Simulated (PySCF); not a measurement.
input.py for LiO

Input:

```python
from pyscf import gto, scf
from pyscf.hessian import thermo

mol = gto.M(
    atom='Li 0 0 0; O 0 0 1.753',
    basis='aug-cc-pvdz',
    charge=0,
    spin=1,
    verbose=4,
)
mf = scf.UHF(mol)
mf.kernel()
hess = mf.Hessian().kernel()
print('wavenumber (cm^-1) =', thermo.harmonic_analysis(mol, hess)['freq_wavenumber'].round(1))
mf.dip_moment()
print('orbital energies (hartree):', [e[max(0, n-3):n+3].round(4) for e, n in zip(mf.mo_energy, mol.nelec)])
```

```bash
$ python input.py
```

Output (some set-up lines and the per-cycle HOMO/LUMO lines with their warnings removed):

```
PySCF version 2.14.0

[INPUT] Symbol           X                Y                Z      unit          X                Y                Z       unit  Magmom
[INPUT]  1 Li     0.000000000000   0.000000000000   0.000000000000 AA    0.000000000000   0.000000000000   0.000000000000 Bohr   0.0
[INPUT]  2 O      0.000000000000   0.000000000000   1.753000000000 AA    0.000000000000   0.000000000000   3.312689896363 Bohr   0.0

nuclear repulsion = 7.24486769086138
number of shells = 16
number of NR pGTOs = 70
number of NR cGTOs = 46
basis = aug-cc-pvdz
ecp = {}

******** <class 'pyscf.scf.uhf.UHF'> ********
method = UHF
initial guess = minao
damping factor = 0
level_shift factor = 0
DIIS = <class 'pyscf.scf.diis.CDIIS'>
SCF conv_tol = 1e-09
SCF max_cycles = 50
number electrons alpha = 6  beta = 5
init E= -81.7716968389637

cycle= 1 E= -82.2612477382857  delta_E= -0.49  |g|= 0.255  |ddm|= 0.912
cycle= 2 E= -82.2846827361265  delta_E= -0.0234  |g|= 0.148  |ddm|= 0.417
cycle= 3 E= -82.2932885546561  delta_E= -0.00861  |g|= 0.0198  |ddm|= 0.103
cycle= 4 E= -82.2937805474782  delta_E= -0.000492  |g|= 0.00819  |ddm|= 0.0361
cycle= 5 E= -82.2939287806225  delta_E= -0.000148  |g|= 0.00358  |ddm|= 0.0186
cycle= 6 E= -82.2939654233179  delta_E= -3.66e-05  |g|= 0.00148  |ddm|= 0.0114
cycle= 7 E= -82.2939724290177  delta_E= -7.01e-06  |g|= 0.000464  |ddm|= 0.00546
cycle= 8 E= -82.2939730752319  delta_E= -6.46e-07  |g|= 7.55e-05  |ddm|= 0.00184
cycle= 9 E= -82.2939730853669  delta_E= -1.01e-08  |g|= 1.8e-05  |ddm|= 0.000196
cycle= 10 E= -82.2939730859442  delta_E= -5.77e-10  |g|= 5.66e-06  |ddm|= 5.55e-05
Extra cycle  E= -82.2939730859873  delta_E= -4.31e-11  |g|= 3.26e-06  |ddm|= 8.31e-06
converged SCF energy = -82.2939730859873  <S^2> = 0.75985275  2S+1 = 2.0098286
wavenumber (cm^-1) = [740.5]
Dipole moment(X, Y, Z, Debye): -0.00000, -0.00000, -7.10402
orbital energies (hartree): [array([-0.4914, -0.4217, -0.3997, -0.0132,  0.012 ,  0.0126]), array([-1.0069, -0.3732, -0.3435, -0.0132,  0.0116,  0.0127])]
```

In short: E(SCF) = -82.293973 Eh, 10 cycles, ⟨S²⟩ = 0.760, μz(SCF) = -7.10 D, wavenumbers 740 cm⁻¹.

Wall time 3.8 s on one thread of a shared host.

The bond length is a typed value, not an optimised one, so the wavenumber is not that of the minimum. No search for the lowest solution was made.
